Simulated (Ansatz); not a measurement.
**SiH3 (doublet): the correlation ladder, def2-QZVPP**

An exercise on one series of results from a longer session: the logs are not shown, and one member is left open.

The runs use Ansatz 0.2.0, Gaussian basis; def2-QZVPP, core rule «outside noble gas», up to 5 orbitals frozen.

The runs, in order: UHF; ROHF; CCSD(T) on UHF.

2 further runs of the same task are left out: 2 set aside as unsound or not needed.

**The system**

The geometry is a PBE0/def2-TZVP stationary point (not a proven minimum).

4 atoms, charge 0, spin multiplicity 2.

Atoms are counted from 1 here; the program's logs count them from 0.

Bond lengths: Si1–H2 1.486 Å, Si1–H3 1.486 Å, Si1–H4 1.486 Å. Angles: H2–Si1–H3 111.3°, H2–Si1–H4 111.3°, H3–Si1–H4 111.3°.

The first run:

The input, in.yaml:

```yaml
crystal:
  periodic: [false, false, false]
  atoms:
    - {symbol: Si, position_ang: [0.000090, -0.000062, -0.043737]}
    - {symbol: H, position_ang: [1.415348, 0.014593, 0.409118]}
    - {symbol: H, position_ang: [-0.721058, 1.220018, 0.403029]}
    - {symbol: H, position_ang: [-0.696788, -1.232882, 0.406559]}
basis:
  gaussian: {orbitals: "def2-QZVPP.json"}
magnetization: {spin_polarized: true, initial_magnetization: 1}
hamiltonian: {xc: hf}
output: {orbitals: {seedname: orbitals}}
```

On the command line:

```
$ ansatz run in.yaml --threads 1 --pin off --events-out ev --progress --plain --max-ram 4096MiB --backend cpu
```

Among the steps run: UHF; ROHF; CCSD(T) on UHF.

One table of the session follows, with a row left open; its other results are not shown here.

It belongs to the step «Misses and costs». 

| method | from UCCSD(T) (meV) |
| --- | --- |
| ROHF | +4212.4 |
| UHF | ? |
| UMP2 | +773.1 |
| UCCSD | +108.1 |
| UCCSD(T) | 0 |

Q: Estimate the row for UHF from the others.

The run gave: from UCCSD(T) (meV): +4166.9. In the column «from UCCSD(T) (meV)» it lies between UMP2 (+773.1) and ROHF (+4212.4).
